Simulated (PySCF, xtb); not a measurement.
Protons, H atoms and electrons added to or taken from [SiH4]. All species are isolated molecules in the gas phase. Strings in code marks are SMILES.

Quantity: bond dissociation enthalpy (X–H) at 298 K, in kcal/mol. Enthalpy corrections at 298 K come from GFN2-xTB frequencies (xtb).

Level: PBE-D3(BJ)/def2-TZVP // CAM-B3LYP-D3(BJ)/def2-TZVP (PySCF).

```csv
species,E (Ha),H(298 K) − E (Ha)
`[SiH4]`,-291.72263,0.03413
`[SiH3]`,-291.07756,0.02504
H atom,-0.49964,0.00236
```

Work out the bond dissociation enthalpy (X–H) at 298 K.

H = E + (H − E) for each species, with 5/2 RT for the lone particle. The enthalpy of the separated products less that of the bound species is 0.13869 Ha, or 87.0 kcal/mol.
